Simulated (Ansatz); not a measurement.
System: pyrazine, C4H4N2 (charge 0, singlet). SMILES: n1ccncc1
Coordinates optimised at B3LYP-D3(BJ)/def2-TZVP (Ansatz, an electronic-structure program):
```xyz
10

C      1.1755    -0.6013     0.1346
C      1.0677     0.7845     0.0774
N     -0.1084     1.3933    -0.0575
C     -1.1755     0.6013    -0.1346
C     -1.0677    -0.7845    -0.0774
N      0.1084    -1.3933     0.0575
H      2.1422    -1.0802     0.2447
H      1.9481     1.4144     0.1418
H     -2.1422     1.0802    -0.2447
H     -1.9481    -1.4144    -0.1418
```
Charge 0, spin multiplicity 1.

Quantity: vertical ionisation energy (to the doublet state of charge +1; each state is the SCF solution reached for its spin; for the doublet the Hartree-Fock reference is unstable and T1 is 0.014; for the singlet the Hartree-Fock reference is unstable and T1 is 0.012), in eV. Correlated levels leave the core frozen unless marked. UHF or UKS for open shells. Spin-orbit coupling is left out. Non-relativistic.  The program attaches cautions to a run behind CCSD/aug-cc-pVDZ: other roots. The program attaches cautions to a run behind CCSD/aug-cc-pVTZ: other roots. The program attaches cautions to a run behind CCSD(T)/aug-cc-pVDZ: other roots. The program attaches cautions to a run behind CCSD(T)/aug-cc-pVTZ: other roots.

| level | program | vertical ionisation energy (eV) |
|---|---|---|
| HF/aug-cc-pVQZ | Ansatz | 8.53 |
| RI-HF/aug-cc-pVTZ | Ansatz | 8.53 |
| SVWN5/def2-TZVPD | Ansatz | 9.16 |
| PBE/def2-TZVPD | Ansatz | 9.01 |
| r2SCAN/def2-TZVPD | Ansatz | 9.16 |
| B3LYP/def2-TZVPD | Ansatz | 9.48 |
| PBE0/def2-TZVPD | Ansatz | 9.49 |
| BHLYP/def2-TZVPD | Ansatz | 9.87 |
| CAM-B3LYP/def2-TZVPD | Ansatz | 9.79 |
| wB97M-V/def2-TZVPD | Ansatz | 9.85 |
| wB97X-V/def2-TZVPD | Ansatz | 9.86 |
| B2PLYP/def2-TZVPD | Ansatz | 10.21 |
| RI-MP2/aug-cc-pVTZ | Ansatz | 10.76 |
| RI-MP2/aug-cc-pVQZ | Ansatz | 10.81 |
| CCSD/aug-cc-pVDZ | Ansatz | 9.72 |
| CCSD/aug-cc-pVTZ | Ansatz | 9.88 |
| CCSD(T)/aug-cc-pVDZ | Ansatz | 9.49 |
| CCSD(T)/aug-cc-pVTZ | Ansatz | 9.64 |
